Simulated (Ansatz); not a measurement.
Species: silicon monoxide, SiO (charge 0, singlet). SMILES: [O+]#[Si-]
Geometry: optimised at B3LYP-D3(BJ)/def2-TZVP (Ansatz, a quantum-chemistry and plane-wave program).

Property: vertical electron affinity (to the doublet state of charge -1; a negative value means that the extra electron is unbound and the number depends on the basis; each state is the SCF solution reached for its spin), in eV. Correlated levels leave the core frozen unless marked. UHF or UKS for open shells. No spin-orbit coupling. Non-relativistic. Anions need diffuse functions: aug- sets have them; def2-D sets add few. CBS marks a two-point X^-3 extrapolation of the correlation energy; Hartree-Fock from the larger set.

CCSD(T)/CBS(aug-cc-pV(T+d)Z,aug-cc-pV(Q+d)Z) (Ansatz) gives 0.04 eV.

Q: Another calculation gave -0.25 eV. Which level was it?
A) BHLYP/def2-TZVPD (Ansatz)
B) r2SCAN/def2-TZVPD (Ansatz)
C) wB97M-V/def2-TZVPD (Ansatz)

A: C, wB97M-V/def2-TZVPD (Ansatz). The others give -0.07 (BHLYP), 0.05 (r2SCAN) eV.
